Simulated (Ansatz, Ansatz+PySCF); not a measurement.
```yaml
atoms:
  - { symbol: C, position_ang: [0.8657, 0.0000, 0.0000] }
  - { symbol: C, position_ang: [-0.4329, 0.7497, 0.0000] }
  - { symbol: C, position_ang: [-0.4329, -0.7497, 0.0000] }
  - { symbol: H, position_ang: [1.4622, 0.0000, 0.9165] }
  - { symbol: H, position_ang: [1.4622, 0.0000, -0.9165] }
  - { symbol: H, position_ang: [-0.7311, 1.2663, -0.9165] }
  - { symbol: H, position_ang: [-0.7311, 1.2663, 0.9165] }
  - { symbol: H, position_ang: [-0.7311, -1.2663, 0.9165] }
  - { symbol: H, position_ang: [-0.7311, -1.2663, -0.9165] }
```

RHF on singlet C3H6 was run in several spherical basis sets with Ansatz (development build ahead of 0.2.0).

Task: Rank the basis sets by the total energy that they give, lowest first, with the distance from the lowest.
A. def2-TZVP
B. cc-pVTZ
C. cc-pVDZ
D. def2-SVP
E. 6-31G(d)

Result: A (0.00 eV), B (0.03 eV), C (0.93 eV), E (1.20 eV), D (3.38 eV).

Totals follow the description of the cores as much as that of the bonds, so this order isn't one of quality for chemistry.
